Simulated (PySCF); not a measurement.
# Potential energy of BN⁺ along the bond

Set-up: B 6-311G(d,p), N 6-311G(d,p); no relativity (PySCF 2.14). Energies in eV from B⁺ + N in their ground configurations at the same level. All curves are PBE0. state 1: ⁴Σ⁻ (quartet), unpaired electrons σ ↑, π ↑↑; state 2: Ms = 0.5 determinant of mixed spin (⟨S²⟩ near 1.8), unpaired electrons σ ↓, π ↑↑, a second solution, started from another occupation; state 3: Ms = 0.5 determinant of mixed spin (⟨S²⟩ near 1.8), unpaired electrons σ ↑, π ↑↓, a mixture of terms (⟨Lz²⟩ = 2.0), a second solution, started from another occupation.

| R (Å) | state 1 | state 2 | state 3 |
| --- | --- | --- | --- |
| 1.238 | -1.226 | -0.831 | -0.528 |
| 1.296 | -1.762 | -1.392 | -1.080 |
| 1.354 | -2.052 | -1.704 | -1.381 |
| 1.397 | -2.150 | -1.815 | -1.485 |
| 1.440 | -2.173 | -1.849 | -1.510 |
| 1.483 | -2.139 | -1.822 | -1.476 |
| 1.541 | -2.036 | -1.720 | -1.364 |
| 1.613 | -1.852 | -1.522 | -1.159 |
| 1.699 | -1.608 | -1.233 | -0.870 |
| 1.814 | -1.310 | -0.831 | -0.490 |

Q: Put a parabola through the three lowest points of the state 1 curve and estimate Re, k and ωe (reduced mass 6.164 u; 1 eV/Å² = 0.16022 mdyn/Å; ωe = 1302.8·√(k/μ) cm⁻¹).

A: Through R = 1.397, 1.44, 1.483 Å the second-order coefficient is 15.4 eV/Å², so Re ≈ 1.436 Å, k ≈ 4.94 mdyn/Å and ωe ≈ 1166 cm⁻¹. A polynomial fit of higher order to the unrounded PBE0 energies gives Re = 1.434 Å, k = 5.00 mdyn/Å, ωe = 1174 cm⁻¹; anharmonicity and rounding make the difference.

The higher-order fit for each curve: state 1: Re = 1.434 Å, ωe = 1174 cm⁻¹, De = 2.17 eV; state 2: Re = 1.440 Å, ωe = 1184 cm⁻¹, minimum 1.85 eV below the ground-state fragments; state 3: Re = 1.435 Å, ωe = 1204 cm⁻¹, minimum 1.51 eV below the ground-state fragments.

For an ion De counts to the pair picked by the measured ionisation energies or electron affinities, which need not be the lowest pair at this level. The state was picked by a PBE0 search and need not be the measured ground state.
